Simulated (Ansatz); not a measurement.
We consider hcp Tc, described by r²SCAN+rVV10 (plane waves, PAW; Ansatz, an electronic-structure program).

Run with plane-wave cutoff 560 eV, 24×24×12 k mesh (along the axes of the cell as run), Fermi–Dirac smearing 0.05 eV, no spin polarisation, scalar-relativistic PAW data made under PBE.

Cell (relaxed at this level):

```
Tc
1.0
    1.36464    -2.36363     0.00000
    1.36464     2.36363     0.00000
    0.00000     0.00000     4.37236
Tc
2
Direct
  0.33333   0.66667   0.25000
  0.66667   0.33333   0.75000
```

Q: Give the computed bulk modulus B0 and pressure derivative B′ of the bulk modulus.

A: 
- bulk modulus B0 = 328 GPa
- pressure derivative B′ of the bulk modulus = 4.4

The run finds no gap.

Measured, for comparison: bulk modulus 303 GPa (zero-point energy and finite temperature contributions removed; as tabulated in doi:10.1021/acs.jctc.3c00612). Computed (rounded) less measured: bulk modulus +8 %.

Note: the bulk modulus comes from volumes at which shape and atoms were relaxed.

The computed numbers hold no vibrational or temperature effects.
